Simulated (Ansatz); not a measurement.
```yaml
crystal:
  periodic: [false, false, false]
  atoms:
    - {symbol: I, position_ang: [0.000632, 0.000011, -0.017007]}
    - {symbol: H, position_ang: [-0.049694, 1.179377, 1.071026]}
    - {symbol: H, position_ang: [-0.029872, -1.180720, 1.070283]}
basis:
  gaussian: {orbitals: def2-TZVP}
total_charge: 1
hamiltonian: {xc: pbe0}
relax: {f_tol: 0.004, max_steps: 80}
```

```sh
$ ansatz run in.yaml --threads 1 --pin off --events-out ev --progress --plain --max-ram 2176MiB
```

Steps of the relaxation (energy above the last step; positions in Å, forces in eV/Å):

```
3
step 1, 18.5 meV
I     0.001    0.000   -0.017    0.031    0.001   -0.847
H    -0.050    1.179    1.071   -0.018    0.226    0.423
H    -0.030   -1.181    1.070   -0.014   -0.227    0.423
```

```
3
step 2, 14.3 meV
I     0.003    0.000   -0.088   -0.020    0.000    0.550
H    -0.051    1.124    1.106    0.010   -0.002   -0.275
H    -0.032   -1.126    1.106    0.010    0.002   -0.275
```

```
3
step 3, 0.1 meV
I     0.002    0.000   -0.051   -0.001    0.000    0.021
H    -0.050    1.165    1.088    0.001   -0.031   -0.010
H    -0.031   -1.166    1.087    0.000    0.031   -0.010
```

```
3
step 5, 0.0 meV
I     0.002    0.000   -0.053    0.000    0.000    0.000
H    -0.050    1.161    1.089    0.000    0.000    0.000
H    -0.031   -1.162    1.088    0.000    0.000    0.000
```

Close pairs at the end: I1–H2 1.629 Å, I1–H3 1.629 Å.

A stationary point of restricted PBE0 after 5 steps (its stability towards spin polarisation wasn't tested); no frequencies were run, so it isn't proven a minimum. 4.4 s on 1 thread of Arm Neoverse V2, shared host.
